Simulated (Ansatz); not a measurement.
**Basis-set limit of SiC, quintet**

```xyz
2

Si    0.0000    0.0000    0.0000
C     0.0000    0.0000    1.7100
```

Ansatz 0.2.0, UHF determinant, valence electrons correlated. Energies in eV.

```tsv
set	X	functions	Hartree–Fock	MP2 correlation	CCSD(T) correlation	time
def2-TZVPP	3	73	-8886.8988	-3.8742	-5.0435	14 s on 1 × NVIDIA H100 80GB HBM3 with 1 thread of AMD EPYC 7R13 Processor (Zen 3), with other jobs on the host
def2-QZVPP	4	127	-8887.1707	-4.1866	-5.3106	14 s on 1 × NVIDIA H100 80GB HBM3 with 1 thread of AMD EPYC 7R13 Processor (Zen 3) (shared host)
```

Hartree–Fock is taken to follow E(X) = E∞ + A·exp(−7.88·√X), correlation E(X) = E∞ + B·X^−2.97.

Cautions: another spin lies lower; strong correlation.

Q: Work out the CCSD(T) energy at the limit, and how far the shortcut misses it that extrapolates MP2 and adds CCSD(T) minus MP2 from the smaller set.

A: Hartree–Fock: E∞ = E4 + 0.1377·(E4 − E3) = -8887.2082. Correlation: E∞ = E4 + 0.7407·(E4 − E3) = -5.5084 for CCSD(T) and -4.4180 for MP2. The limit is -8892.7166 eV, 0.235 eV below def2-QZVPP. The shortcut gives a correlation energy of -4.4180 + (-1.1693) = -5.5873, 79 meV lower than the direct value.

Past Ne part of the Hartree–Fock step between the two sets comes from the cores, which don't follow the formula, so the 37 meV that it adds to the total can overshoot; that part largely cancels in differences.
